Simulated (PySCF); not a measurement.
Gas-phase reaction: 2 SiF₃ + F₂ = 2 SiF₄

Computed with PySCF (xtb for GFN2) and rigid-rotor harmonic-oscillator thermochemistry at 1 bar. 'Table' is the NASA 1993 thermochemical table (part measured, part estimated). After a fit of one offset per element over all species, the range-separated, M06-2X, PBE0/def2-QZVP and CCSD(T)/def2-TZVPP enthalpies, where run, lie to one side of the table for SiF₃ (+99 kJ/mol): a fault of the table's entry, another state or a shared error of the levels is possible; this was not checked at source. † marks an energy on the PBE0/def2-TZVP geometry and frequencies; other levels use their own. MP2 freezes the core. Open shells (unrestricted): SiF₃ (multiplicity 2); the rest are closed-shell singlets. GFN2 has no spin-polarisation term. For this reaction the table lies outside the span of B3LYP, CCSD(T), M06-2X, MP2, PBE0, r2SCAN, ωB97M-V, ωB97X-V in their largest bases here; which side is off was not settled. MP2 isn't extrapolated to the basis-set limit; its ΔH°(298 K) is -1196.0 kJ in def2-SVP and -1248.1 kJ in def2-TZVPP. The harmonic model lacks anharmonicity and excited electronic states, which grow with temperature; levels with a mode under 35 cm⁻¹ are left out. The table's entry may be an old estimate for SiF₃ (not checked at source).

```
level            ΔH°(298 K), kJ  minus table  ΔG°(1200 K), kJ
---------------  --------------  -----------  ---------------
table                   -1059.2            -           -819.0
GFN2-xTB                -1086.7        -27.5           -863.9
HF/def2-TZVP†           -1207.7       -148.5           -970.7
MP2/def2-SVP†           -1196.0       -136.8           -958.9
PBE/def2-TZVP†          -1114.8        -55.6           -877.8
PBE0/def2-QZVP†         -1176.3       -117.1           -939.3
PBE0/def2-TZVP          -1171.6       -112.4           -934.6
LDA/def2-TZVP†          -1200.6       -141.4           -963.6
```
